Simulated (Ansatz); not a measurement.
System: GeS (Pnma, No. 62). Method: LDA (Ansatz, a first-principles code, PAW).

Run with plane-wave cutoff 520 eV, 4×10×8 k mesh (along the axes of the cell as run), Fermi–Dirac smearing 0.01 eV, scalar-relativistic PAW data made under PBE.

Computed at the level's own relaxed cell.

**Question.** What does this level give for the band gap and smallest direct gap on the k points sampled?

**Answer.** 
- band gap: 0.70 eV (indirect)
- smallest direct gap on the k points sampled: 1.02 eV

Note: the volume lies 7 % below that of the published cell.

Spin–orbit coupling is not included.

The computed numbers hold no vibrational or temperature effects.
